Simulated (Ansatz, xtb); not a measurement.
# Two spin states of CH3NaSi

Structure I: `C[Si][Na]`, a triplet. Structure II: `C[Si][Na]`, a singlet. Both are isolated molecules in the gas phase, relaxed with B3LYP-D4/def2-TZVP.

Which of the two would you expect CCSD(T)/def2-TZVPP electronic energies to favour?

Structure I; the calculation gives E(II) − E(I) = +5.1 kcal/mol.

Level by level:

| level | geometry | E(II) − E(I) (kcal/mol) | departure from the last row (kcal/mol) | job, with rough time for the two |
| --- | --- | --- | --- | --- |
| B3LYP-D4/def2-TZVP | B3LYP-D4/def2-TZVP | +3.3 | −1.8 | optimisation, 60 s |
| HF/def2-TZVPP | B3LYP-D4/def2-TZVP | +20.5 | +15.5 | part of the CCSD(T) run |
| MP2/def2-TZVPP | B3LYP-D4/def2-TZVP | +7.7 | +2.7 | part of the CCSD(T) run |
| CCSD(T)/def2-TZVPP | B3LYP-D4/def2-TZVP | +5.1 |  | single point, 66 s |

None of the levels shown reverses the order. The largest departure from CCSD(T)/def2-TZVPP is that of HF/def2-TZVPP, 15.5 kcal/mol. Levels run at GFN2-xTB geometries aren't shown.

With harmonic frequencies from B3LYP-D4/def2-TZVP (ideal gas, rigid rotor, one conformer each, 298.15 K, 1 atm): on the last row, ΔE + ΔZPE = +4.9 kcal/mol. A mode under 50 cm⁻¹ makes harmonic enthalpies and free energies unreliable, so none is given.

Open shells are spin-unrestricted. The closed-shell singlet above a triplet ground state is poorly described by one determinant. The correlated steps freeze 7 core orbitals; the last core shell of Na is correlated, in a basis made for valence electrons. ΔG holds the spin degeneracy. Codes used: Ansatz 0.2.0; the last row on 2 threads of Arm Neoverse V2 on a shared host.
